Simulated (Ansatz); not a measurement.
Base system: GaAs in the zinc blende structure (space group F-43m, No. 216).

```xyz
2
Lattice="0.0000 2.8295 2.8295 2.8295 0.0000 2.8295 2.8295 2.8295 0.0000" Properties=species:S:1:pos:R:3 pbc="T T T"
As     4.2442     4.2442     4.2442
Ga     0.0000     0.0000     0.0000
```

Levels (all Ansatz, an electronic-structure program, PAW): PBEsol (420 eV, scalar-relativistic without spin-orbit coupling); r2SCAN (500 eV, without spin-orbit coupling); HSE06 (420 eV, spin-orbit coupling left out).

Levels that relaxed their own cell: PBEsol.

```tsv
level	band gap	lattice parameter a	electron mass at Γ
PBEsol	0.42 eV	5.659 Å	0.025 mₑ
r2SCAN	0.99 eV	–	0.052 mₑ
HSE06	1.40 eV	–	–
```

Measured: band gap 1.57 eV (static lattice; corrected from measurement; as listed in Wei Chen et al., Physical Review Materials (2018)); lattice parameter a 5.64 Å (static lattice; corrected from measurement; as listed in Daniel Mejia-Rodriguez, S. B. Trickey, Phys. Rev. B (2018)); electron mass at Γ 0.066 mₑ (temperature not stated; as listed in Magdalena Laurien, Oleg Rubel, Phys. Rev. B (2022)).

Computed minus measured — band gap: PBEsol -1.15 eV, r2SCAN -0.58 eV, HSE06 -0.17 eV (closest: HSE06); lattice parameter a: PBEsol +0.3 %; electron mass at Γ: PBEsol -62 %, r2SCAN -21 % (closest: r2SCAN). Measured values not marked as corrected hold thermal and zero-point effects that the static-lattice runs lack. A measured gap can be an optical one, lowered by exciton binding. Levels without spin-orbit coupling miss its lowering of the gap, often about a third of the valence-band splitting.

Single points use the geometry relaxed with PBEsol. Effective masses come from finite differences of ±0.01 Å⁻¹. Whether these cells are dynamically stable was not tested.
